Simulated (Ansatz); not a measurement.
System: C4H4N, charge 0, multiplicity 2. SMILES: C1=C[N]C=C1
Geometry: optimised at B3LYP-D3(BJ)/def2-TZVP (Ansatz, a first-principles code).

Property: atomisation energy, in kcal/mol. Conventions: dispersion terms only where a functional's name holds one; atomisation electronic, to ground-state atoms; 6-31G* and kin with 6d, 5d where marked; 6-311+G** with 5d; LANL2DZ all-electron up to Ne; UHF or UKS for open shells; no spin-orbit coupling; non-relativistic. First-principles rows: single points at B3LYP-D3(BJ) geometries (Ansatz).

```
level           program  atomisation energy (kcal/mol)
--------------  -------  -----------------------------
PBE/STO-3G       Ansatz                         1130.7
PBE/3-21G        Ansatz                          981.8
PBE/LANL2DZ      Ansatz                          965.5
PBE/6-31G*       Ansatz                         1010.9
PBE/def2-SVP     Ansatz                         1021.4
PBE/6-311+G**    Ansatz                         1003.0
PBE/def2-TZVPD   Ansatz                         1009.8
```

No value to compare with is used here. The 6 habitual levels span 965.5 (PBE/LANL2DZ) to 1130.7 kcal/mol (PBE/STO-3G); PBE/def2-TZVPD gives 1009.8.

The sets are all those run for this method; runs whose electronic state is in doubt are left out.
